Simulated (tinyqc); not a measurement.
Worked calculation (part 3 of 3): UHF in the sto-3g basis, for NH3+, spin multiplicity 2. This run ends on a higher stationary point, not on the lowest solution. Computed by tinyqc, a small Python program that keeps every step (integrals from PySCF). Command: `OMP_NUM_THREADS=1 python tinyqc.py 30340 30341 out.jsonl` (the two numbers bound the seeds that draw the settings). One thread of a shared host (Intel(R) Xeon(R) Processor @ 2.60GHz), about 0.2 s of CPU time with the checks.

Geometry (angstrom):
```
atom        x        y       z
N      0.0000   0.0000  0.1530
H      1.2970   0.0000  0.0000
H     -0.6480   1.1230  0.0000
H     -0.6480  -1.1230  0.0000
```

## Iteration 2: diagonalisation and new density

F(alpha) (hartree), order 1N 1s, 1N 2s, 1N 2px, 1N 2py, 1N 2pz, 2H 1s, 3H 1s, 4H 1s:
$$\begin{pmatrix}
-14.4698 & -3.7444 & 0.0010 & 0.0000 & 0.0027 & -0.4796 & -0.4802 & -0.4802 \\
-3.7444 & -1.7731 & 0.0065 & 0.0000 & 0.0415 & -0.5092 & -0.5040 & -0.5040 \\
0.0010 & 0.0065 & -0.3044 & 0.0000 & -0.0002 & -0.3086 & 0.1541 & 0.1541 \\
0.0000 & 0.0000 & 0.0000 & -0.2200 & 0.0000 & 0.0000 & -0.2643 & 0.2643 \\
0.0027 & 0.0415 & -0.0002 & 0.0000 & -0.1109 & 0.0427 & 0.0423 & 0.0423 \\
-0.4796 & -0.5092 & -0.3086 & 0.0000 & 0.0427 & -0.3621 & -0.1089 & -0.1089 \\
-0.4802 & -0.5040 & 0.1541 & -0.2643 & 0.0423 & -0.1089 & -0.3407 & -0.1057 \\
-0.4802 & -0.5040 & 0.1541 & 0.2643 & 0.0423 & -0.1089 & -0.1057 & -0.3407
\end{pmatrix}$$

F(beta) (hartree), order 1N 1s, 1N 2s, 1N 2px, 1N 2py, 1N 2pz, 2H 1s, 3H 1s, 4H 1s:
$$\begin{pmatrix}
-14.4467 & -3.7095 & 0.0003 & 0.0000 & 0.0028 & -0.4719 & -0.4743 & -0.4743 \\
-3.7095 & -1.6130 & -0.0074 & 0.0000 & 0.0424 & -0.4606 & -0.4698 & -0.4698 \\
0.0003 & -0.0074 & 0.4700 & 0.0000 & 0.0008 & -0.1640 & 0.0788 & 0.0788 \\
0.0000 & 0.0000 & 0.0000 & -0.1780 & 0.0000 & 0.0000 & -0.2591 & 0.2591 \\
0.0028 & 0.0424 & 0.0008 & 0.0000 & -0.0677 & 0.0418 & 0.0416 & 0.0416 \\
-0.4719 & -0.4606 & -0.1640 & 0.0000 & 0.0418 & -0.3114 & -0.1124 & -0.1124 \\
-0.4743 & -0.4698 & 0.0788 & -0.2591 & 0.0416 & -0.1124 & -0.3234 & -0.0918 \\
-0.4743 & -0.4698 & 0.0788 & 0.2591 & 0.0416 & -0.1124 & -0.0918 & -0.3234
\end{pmatrix}$$

X, order 1N 1s, 1N 2s, 1N 2px, 1N 2py, 1N 2pz, 2H 1s, 3H 1s, 4H 1s:
$$\begin{pmatrix}
1.0237 & -0.1383 & 0.0000 & 0.0000 & 0.0019 & 0.0176 & 0.0176 & 0.0176 \\
-0.1383 & 1.1679 & 0.0000 & 0.0000 & -0.0166 & -0.1868 & -0.1869 & -0.1869 \\
0.0000 & 0.0000 & 1.0734 & 0.0000 & 0.0000 & -0.1949 & 0.0975 & 0.0975 \\
0.0000 & 0.0000 & 0.0000 & 1.0735 & 0.0000 & 0.0000 & -0.1690 & 0.1690 \\
0.0019 & -0.0166 & 0.0000 & 0.0000 & 1.0019 & 0.0213 & 0.0213 & 0.0213 \\
0.0176 & -0.1868 & -0.1949 & 0.0000 & 0.0213 & 1.0989 & -0.0214 & -0.0214 \\
0.0176 & -0.1869 & 0.0975 & -0.1690 & 0.0213 & -0.0214 & 1.0990 & -0.0214 \\
0.0176 & -0.1869 & 0.0975 & 0.1690 & 0.0213 & -0.0214 & -0.0214 & 1.0990
\end{pmatrix}$$

D(alpha) after iteration 1, order 1N 1s, 1N 2s, 1N 2px, 1N 2py, 1N 2pz, 2H 1s, 3H 1s, 4H 1s:
$$\begin{pmatrix}
1.0636 & -0.2775 & 0.0003 & 0.0000 & 0.0036 & 0.0192 & 0.0205 & 0.0205 \\
-0.2775 & 1.2090 & -0.0013 & 0.0000 & -0.0198 & -0.0796 & -0.0856 & -0.0856 \\
0.0003 & -0.0013 & 1.1057 & 0.0000 & 0.0000 & -0.1295 & 0.0648 & 0.0648 \\
0.0000 & 0.0000 & 0.0000 & 1.0686 & 0.0000 & 0.0000 & -0.0677 & 0.0677 \\
0.0036 & -0.0198 & 0.0000 & 0.0000 & 1.0025 & 0.0128 & 0.0130 & 0.0130 \\
0.0192 & -0.0796 & -0.1295 & 0.0000 & 0.0128 & 0.0206 & -0.0018 & -0.0018 \\
0.0205 & -0.0856 & 0.0648 & -0.0677 & 0.0130 & -0.0018 & 0.0143 & 0.0057 \\
0.0205 & -0.0856 & 0.0648 & 0.0677 & 0.0130 & -0.0018 & 0.0057 & 0.0143
\end{pmatrix}$$

D(beta) after iteration 1, order 1N 1s, 1N 2s, 1N 2px, 1N 2py, 1N 2pz, 2H 1s, 3H 1s, 4H 1s:
$$\begin{pmatrix}
1.0634 & -0.2765 & -0.0034 & 0.0000 & 0.0035 & 0.0205 & 0.0188 & 0.0188 \\
-0.2765 & 1.2026 & 0.0154 & 0.0000 & -0.0193 & -0.0850 & -0.0771 & -0.0771 \\
-0.0034 & 0.0154 & 0.0002 & 0.0000 & -0.0015 & -0.0011 & -0.0010 & -0.0010 \\
0.0000 & 0.0000 & 0.0000 & 1.0646 & 0.0000 & 0.0000 & -0.0633 & 0.0633 \\
0.0035 & -0.0193 & -0.0015 & 0.0000 & 1.0025 & 0.0130 & 0.0124 & 0.0124 \\
0.0205 & -0.0850 & -0.0011 & 0.0000 & 0.0130 & 0.0061 & 0.0056 & 0.0056 \\
0.0188 & -0.0771 & -0.0010 & -0.0633 & 0.0124 & 0.0056 & 0.0088 & 0.0013 \\
0.0188 & -0.0771 & -0.0010 & 0.0633 & 0.0124 & 0.0056 & 0.0013 & 0.0088
\end{pmatrix}$$

overlap S, order 1N 1s, 1N 2s, 1N 2px, 1N 2py, 1N 2pz, 2H 1s, 3H 1s, 4H 1s:
$$\begin{pmatrix}
1.0000 & 0.2350 & 0.0000 & 0.0000 & 0.0000 & 0.0294 & 0.0294 & 0.0294 \\
0.2350 & 1.0000 & 0.0000 & 0.0000 & 0.0000 & 0.3301 & 0.3303 & 0.3303 \\
0.0000 & 0.0000 & 1.0000 & 0.0000 & 0.0000 & 0.3259 & -0.1630 & -0.1630 \\
0.0000 & 0.0000 & 0.0000 & 1.0000 & 0.0000 & 0.0000 & 0.2825 & -0.2825 \\
0.0000 & 0.0000 & 0.0000 & 0.0000 & 1.0000 & -0.0384 & -0.0385 & -0.0385 \\
0.0294 & 0.3301 & 0.3259 & 0.0000 & -0.0384 & 1.0000 & 0.0785 & 0.0785 \\
0.0294 & 0.3303 & -0.1630 & 0.2825 & -0.0385 & 0.0785 & 1.0000 & 0.0785 \\
0.0294 & 0.3303 & -0.1630 & -0.2825 & -0.0385 & 0.0785 & 0.0785 & 1.0000
\end{pmatrix}$$

A level shift of 0.2 hartree raises the virtual space: F + shift (S - S D(s) S), with D(s) the density of one spin. Diagonalise F' = X^T F X, C = X C', fill 5 alpha and 4 beta electrons from the bottom; D(s) = C_occ C_occ^T. Each column has its largest component positive (the first on a tie).

F' = X^T F X (alpha) (hartree):
$$\begin{pmatrix}
-14.1831 & -2.0002 & 0.0001 & 0.0000 & 0.0049 & -0.0298 & -0.0305 & -0.0305 \\
-2.0002 & -0.9515 & 0.0084 & 0.0000 & 0.0161 & -0.2658 & -0.2608 & -0.2608 \\
0.0001 & 0.0084 & -0.1698 & 0.0000 & -0.0003 & -0.2838 & 0.1420 & 0.1420 \\
0.0000 & 0.0000 & 0.0000 & -0.0718 & 0.0000 & 0.0000 & -0.2667 & 0.2667 \\
0.0049 & 0.0161 & -0.0003 & 0.0000 & -0.1073 & 0.0338 & 0.0336 & 0.0336 \\
-0.0298 & -0.2658 & -0.2838 & 0.0000 & 0.0338 & 0.0362 & -0.0315 & -0.0315 \\
-0.0305 & -0.2608 & 0.1420 & -0.2667 & 0.0336 & -0.0315 & 0.0595 & -0.0298 \\
-0.0305 & -0.2608 & 0.1420 & 0.2667 & 0.0336 & -0.0315 & -0.0298 & 0.0595
\end{pmatrix}$$

orbital energies (alpha) (hartree): MO1 -14.4799, MO2 -0.8823, MO3 -0.4158, MO4 -0.3769, MO5 -0.1115, MO6 0.2212, MO7 0.3223, MO8 0.3944

coefficients C (alpha), order 1N 1s, 1N 2s, 1N 2px, 1N 2py, 1N 2pz, 2H 1s, 3H 1s, 4H 1s:
$$\begin{pmatrix}
0.9926 & -0.2451 & 0.0015 & 0.0000 & -0.0307 & -0.1473 & -0.0049 & 0.0000 \\
0.0317 & 0.8995 & -0.0087 & 0.0000 & 0.1418 & 0.8105 & 0.0312 & 0.0000 \\
-0.0001 & -0.0093 & 0.7383 & 0.0000 & 0.0030 & 0.0489 & -0.8133 & 0.0000 \\
0.0000 & 0.0000 & 0.0000 & 0.6843 & 0.0000 & 0.0000 & 0.0000 & 0.8609 \\
-0.0008 & -0.0497 & -0.0009 & 0.0000 & 0.9858 & -0.1766 & -0.0073 & 0.0000 \\
-0.0050 & 0.1166 & 0.3772 & 0.0000 & -0.0587 & -0.6626 & 0.8269 & 0.0000 \\
-0.0050 & 0.1051 & -0.1764 & 0.3669 & -0.0592 & -0.6067 & -0.4610 & -0.7222 \\
-0.0050 & 0.1051 & -0.1764 & -0.3669 & -0.0592 & -0.6067 & -0.4610 & 0.7222
\end{pmatrix}$$

F' = X^T F X (beta) (hartree):
$$\begin{pmatrix}
-14.1656 & -1.9856 & 0.0015 & 0.0000 & 0.0047 & -0.0307 & -0.0310 & -0.0310 \\
-1.9856 & -0.7902 & -0.0128 & 0.0000 & 0.0166 & -0.2409 & -0.2572 & -0.2572 \\
0.0015 & -0.0128 & 0.8318 & 0.0000 & 0.0012 & -0.2597 & 0.1294 & 0.1294 \\
0.0000 & 0.0000 & 0.0000 & -0.0267 & 0.0000 & 0.0000 & -0.2690 & 0.2690 \\
0.0047 & 0.0166 & 0.0012 & 0.0000 & -0.0641 & 0.0335 & 0.0339 & 0.0339 \\
-0.0307 & -0.2409 & -0.2597 & 0.0000 & 0.0335 & 0.0501 & -0.0316 & -0.0316 \\
-0.0310 & -0.2572 & 0.1294 & -0.2690 & 0.0339 & -0.0316 & 0.0626 & -0.0291 \\
-0.0310 & -0.2572 & 0.1294 & 0.2690 & 0.0339 & -0.0316 & -0.0291 & 0.0626
\end{pmatrix}$$

orbital energies (beta) (hartree): MO1 -14.4551, MO2 -0.7466, MO3 -0.3526, MO4 -0.0675, MO5 -0.0306, MO6 0.2461, MO7 0.4175, MO8 0.9491

coefficients C (beta), order 1N 1s, 1N 2s, 1N 2px, 1N 2py, 1N 2pz, 2H 1s, 3H 1s, 4H 1s:
$$\begin{pmatrix}
0.9933 & -0.2349 & 0.0000 & -0.0346 & 0.0030 & -0.1578 & 0.0000 & 0.0041 \\
0.0288 & 0.8571 & 0.0000 & 0.1572 & -0.0185 & 0.8528 & 0.0000 & -0.0191 \\
0.0001 & 0.0079 & 0.0000 & -0.0055 & 0.1465 & 0.0205 & 0.0000 & 1.0896 \\
0.0000 & 0.0000 & 0.6599 & 0.0000 & 0.0000 & 0.0000 & 0.8797 & 0.0000 \\
-0.0008 & -0.0588 & 0.0000 & 0.9838 & 0.0504 & -0.1778 & 0.0000 & 0.0020 \\
-0.0048 & 0.1322 & 0.0000 & -0.0931 & 0.8095 & -0.5992 & 0.0000 & -0.4915 \\
-0.0046 & 0.1436 & 0.3870 & -0.0388 & -0.3752 & -0.6302 & -0.7117 & 0.2574 \\
-0.0046 & 0.1436 & -0.3870 & -0.0388 & -0.3752 & -0.6302 & 0.7117 & 0.2574
\end{pmatrix}$$

D(alpha) after iteration 2, order 1N 1s, 1N 2s, 1N 2px, 1N 2py, 1N 2pz, 2H 1s, 3H 1s, 4H 1s:
$$\begin{pmatrix}
1.0463 & -0.1933 & 0.0032 & 0.0000 & -0.0188 & -0.0312 & -0.0292 & -0.0292 \\
-0.1933 & 0.8303 & -0.0144 & 0.0000 & 0.0951 & 0.0931 & 0.0875 & 0.0875 \\
0.0032 & -0.0144 & 0.5453 & 0.0000 & 0.0027 & 0.2772 & -0.1314 & -0.1314 \\
0.0000 & 0.0000 & 0.0000 & 0.4682 & 0.0000 & 0.0000 & 0.2511 & -0.2511 \\
-0.0188 & 0.0951 & 0.0027 & 0.0000 & 0.9742 & -0.0640 & -0.0635 & -0.0635 \\
-0.0312 & 0.0931 & 0.2772 & 0.0000 & -0.0640 & 0.1593 & -0.0508 & -0.0508 \\
-0.0292 & 0.0875 & -0.1314 & 0.2511 & -0.0635 & -0.0508 & 0.1803 & -0.0889 \\
-0.0292 & 0.0875 & -0.1314 & -0.2511 & -0.0635 & -0.0508 & -0.0889 & 0.1803
\end{pmatrix}$$

D(beta) after iteration 2, order 1N 1s, 1N 2s, 1N 2px, 1N 2py, 1N 2pz, 2H 1s, 3H 1s, 4H 1s:
$$\begin{pmatrix}
1.0431 & -0.1781 & -0.0016 & 0.0000 & -0.0210 & -0.0326 & -0.0370 & -0.0370 \\
-0.1781 & 0.7601 & 0.0059 & 0.0000 & 0.1043 & 0.0985 & 0.1169 & 0.1169 \\
-0.0016 & 0.0059 & 0.0001 & 0.0000 & -0.0059 & 0.0016 & 0.0014 & 0.0014 \\
0.0000 & 0.0000 & 0.0000 & 0.4355 & 0.0000 & 0.0000 & 0.2554 & -0.2554 \\
-0.0210 & 0.1043 & -0.0059 & 0.0000 & 0.9713 & -0.0994 & -0.0466 & -0.0466 \\
-0.0326 & 0.0985 & 0.0016 & 0.0000 & -0.0994 & 0.0262 & 0.0226 & 0.0226 \\
-0.0370 & 0.1169 & 0.0014 & 0.2554 & -0.0466 & 0.0226 & 0.1719 & -0.1276 \\
-0.0370 & 0.1169 & 0.0014 & -0.2554 & -0.0466 & 0.0226 & -0.1276 & 0.1719
\end{pmatrix}$$

## Convergence

Stop when the energy changes by less than 1e-09 hartree and every element of the error matrix X^T (F D S - S D F) X (for each spin) is below 9e-06.

Course of the cycle:
```
iteration  E (hartree)     change  largest element of the error matrix
1           -15.971989          -                             8.25e-02
2           -53.657804  -3.77e+01                             2.66e-01
3           -54.823690  -1.17e+00                             1.04e-01
4           -54.849489  -2.58e-02                             4.35e-02
5           -54.854732  -5.24e-03                             2.62e-02
6           -54.858248  -3.52e-03                             2.59e-02
7           -54.862248  -4.00e-03                             3.42e-02
8           -54.868541  -6.29e-03                             4.54e-02
9           -54.879256  -1.07e-02                             5.91e-02
10          -54.896674  -1.74e-02                             7.37e-02
11          -54.921982  -2.53e-02                             8.58e-02
12          -54.953551  -3.16e-02                             9.16e-02
13          -54.986919  -3.34e-02                             8.94e-02
14          -55.017211  -3.03e-02                             8.09e-02
...                ...        ...                                  ...
42          -55.092992  -3.17e-07                             1.64e-04
43          -55.092992  -2.20e-07                             1.37e-04
44          -55.092992  -1.53e-07                             1.14e-04
45          -55.092992  -1.06e-07                             9.47e-05
46          -55.092992  -7.40e-08                             7.88e-05
47          -55.092992  -5.15e-08                             6.56e-05
48          -55.092993  -3.58e-08                             5.46e-05
49          -55.092993  -2.49e-08                             4.55e-05
50          -55.092993  -1.73e-08                             3.78e-05
51          -55.092993  -1.21e-08                             3.15e-05
52          -55.092993  -8.40e-09                             2.62e-05
53          -55.092993  -5.85e-09                             2.19e-05
54          -55.092993  -4.07e-09                             1.82e-05
55          -55.092993  -2.83e-09                             1.52e-05
```

PySCF UHF in the same basis, after a stability check = -55.092993 hartree

Not converged within the cap of 55 iterations: the residual falls steadily but slowly, by a factor of about 0.83 a step. Reruns (cap 100 unless said): DIIS 8: converged in 26 to a higher stationary point; damping 0.5: not converged; level shift 0.5: converged in 87; atomic densities as start, DIIS 8: converged in 10; the original settings with a cap of 400: converged in 58.
